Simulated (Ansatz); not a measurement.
# HO2Si: the cost of one run

Program: Ansatz 0.2.0, Gaussian basis. Level of theory: cc-pVTZ, core rule «outside noble gas», up to 7 orbitals frozen. These are calculated values, not measurements.

Plan: UHF; CCSD(T) on ROHF; CCSD(T) on UHF; BCCD(T) on ROHF; CCSDT(Q) on ROHF; CCSDT(Q) on UHF.

9 further runs of the same task are left out: 3 for a known fault of the program, 1 that didn't finish, 5 set aside as unsound or not needed. Runs told in other sessions of the task aren't counted.

## 1. What is computed

The geometry is a PBE0/def2-TZVP stationary point (not a proven minimum) of the parent state, kept for this charge and spin.

4 atoms, charge 1, spin multiplicity 5.

Atoms are counted from 1 here; the program's logs count them from 0.

Bond lengths: Si1–O2 1.675 Å, Si1–O3 1.675 Å, Si1–H4 1.518 Å. Angles: O2–Si1–O3 108.7°, O2–Si1–H4 103.2°, O3–Si1–H4 103.2°.

## 2. UHF

in.yaml reads:

```yaml
crystal:
  periodic: [false, false, false]
  atoms:
    - {symbol: Si, position_ang: [-0.131469, -0.484771, 0.000000]}
    - {symbol: O, position_ang: [0.080687, 0.468628, -1.360578]}
    - {symbol: O, position_ang: [0.080687, 0.468628, 1.360578]}
    - {symbol: H, position_ang: [1.101729, -1.369640, 0.000000]}
basis:
  gaussian: {orbitals: cc-pVTZ}
total_charge: 1
magnetization: {spin_polarized: true, initial_magnetization: 4}
hamiltonian: {xc: hf}
output: {orbitals: {seedname: orbitals}}
```

The run is started by

```
$ ansatz run in.yaml --threads 1 --pin off --events-out ev --progress --plain --max-ram 4096MiB --backend cpu
```

Q: Estimate wall time and peak memory on 1 thread of AMD EPYC 7R13, shared host.

About 11 s, with a peak of 0.25 GiB.
